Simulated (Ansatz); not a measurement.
Process, species as SMILES: O (H2O) → 2 H atom + O atom
B3LYP-D3(BJ)/def2-TZVP geometries, fixed; electronic energies without zero-point terms.
Largest species:
```
O
H 1 0.9627
H 1 0.9627 2 105.24
```

The atomisation energy at MP2 with Ansatz (a quantum-chemistry and plane-wave program), in kcal/mol, split into its Hartree-Fock and correlation parts. Cores are frozen. Open shells are unrestricted. No added dispersion term, no relativity. Functions are those of the species that has most.

```csv
basis,X,functions,Hartree-Fock,MP2
aug-cc-pVDZ,2,41,154.25,222.90
aug-cc-pVTZ,3,92,155.37,232.19
aug-cc-pVQZ,4,172,155.66,235.48
```

Worked estimate of the basis-set limit from each neighbouring pair, with Hartree-Fock from the larger set and the correlation part extrapolated as X^-3.
Correlation parts: X = 2: 68.65, X = 3: 76.82, X = 4: 79.82.
- (2,3): (27·(76.82) - 8·(68.65))/19 = 80.26; with Hartree-Fock 155.37 the estimate is 235.63 kcal/mol.
- (3,4): (64·(79.82) - 27·(76.82))/37 = 82.01; with Hartree-Fock 155.66 the estimate is 237.67 kcal/mol.
The last two estimates differ by 2.04 kcal/mol; the largest set lies 2.19 from the last. Over the last step Hartree-Fock moves by 0.29 and the correlation part by 3.00.
